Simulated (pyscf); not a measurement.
Optimised with ωB97X-D3(BJ)/def2-SVP in PySCF.

Q: `[Cl][Ti]([Cl])([Cl])[SeH]` + `[ClH]` → `[SeH2]` + `[Cl][Ti]([Cl])([Cl])[Cl]`
Surface: singlet. Broken: Se–Ti, Cl–H. Formed: H–Se, Cl–Ti. Give ΔE‡ and ΔE from B3LYP-D3(BJ)/def2-TZVP, relative to the separated reactants.

A: ΔE‡ = 8.0 kcal/mol, ΔE = -11.5 kcal/mol. ωB97M-D3(BJ)/def2-TZVP gives 11.3 kcal/mol and -12.2 kcal/mol. Zero-point energy shifts the barrier by -0.5 kcal/mol. It is a four-centre exchange, with an imaginary mode of 646i cm⁻¹. On the product side the descent ends in an adduct with a Se–Ti contact, 8.7 kcal/mol under the separated species and 24.9 kcal/mol under the saddle at ωB97X-D3(BJ)/def2-TZVP. What is counted as broken (Se–Ti) persists as a longer contact in the product adduct; parting that adduct is a step of its own. At ωB97X-D3(BJ)/def2-TZVP the barrier from the zero used here is 7.1 kcal/mol. One saddle was located; it need not be the lowest between these sides. Elements up to Kr have no core potential and no relativistic terms here.
